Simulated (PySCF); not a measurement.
## ClF⁻: frontier orbitals

PBE at R = 2.251 Å; Cl aug-pcseg-1, F aug-pcseg-1; no relativity (PySCF 2.14). State: ²Σ⁺ (doublet), unpaired electrons σ ↑. Only the outer orbitals are listed, counted within each symmetry.

```csv
spin,orbital,occ.,ε (eV),on Cl (%),main shells (%)
α,5σ,1,-20.70,1,99 F s
α,6σ,1,-13.12,99,99 Cl s
α,7σ,1,-3.71,34,"65 F p, 34 Cl p"
α,2π,1,-1.99,32,"68 F p, 32 Cl p"
α,2π,1,-1.99,32,"68 F p, 32 Cl p"
α,3π,1,-1.03,68,"68 Cl p, 32 F p"
α,3π,1,-1.03,68,"68 Cl p, 32 F p"
α,8σ,1,-0.50,67,"66 Cl p, 34 F p"
α,9σ,0,4.91,102,"75 Cl p, 27 Cl s"
α,4π,0,5.29,105,105 Cl p
α,4π,0,5.29,105,105 Cl p
β,5σ,1,-19.89,1,99 F s
β,6σ,1,-12.55,98,98 Cl s
β,7σ,1,-2.50,42,"57 F p, 42 Cl p"
β,2π,1,-1.70,37,"63 F p, 37 Cl p"
β,2π,1,-1.70,37,"63 F p, 37 Cl p"
β,3π,1,-0.75,63,"63 Cl p, 37 F p"
β,3π,1,-0.75,63,"63 Cl p, 37 F p"
β,8σ,0,0.81,60,"59 Cl p, 42 F p"
β,9σ,0,5.15,102,"68 Cl p, 34 Cl s"
β,4π,0,5.32,105,105 Cl p
```

Question: Which are the highest filled and the lowest empty level, where do they sit, and how wide is the gap?

Answer: Highest filled α 8σ at -0.50 eV (in %: 66 Cl p, 34 F p); lowest empty β 8σ at 0.81 eV (in %: 59 Cl p, 42 F p); the gap at PBE is 1.31 eV. An empty level above zero is unbound, and its energy depends on the basis.

* bond order (Mayer): 0.45
* ⟨S²⟩: 0.752
* charge on Cl (Mulliken, basis-dependent): -0.45
* charge on Cl (Löwdin, basis-dependent): -0.36
* dipole moment (positive dipole points towards F; it is taken about the centre of mass and depends on that origin): -1.14 D
* polarisability along the bond: 57.5 bohr³
* polarisability across the bond: 29.1 bohr³

Shares are Mulliken populations and can fall outside 0 to 100 %.

The state is the lowest determinant that a PBE0 search found; another state may lie lower at other levels.
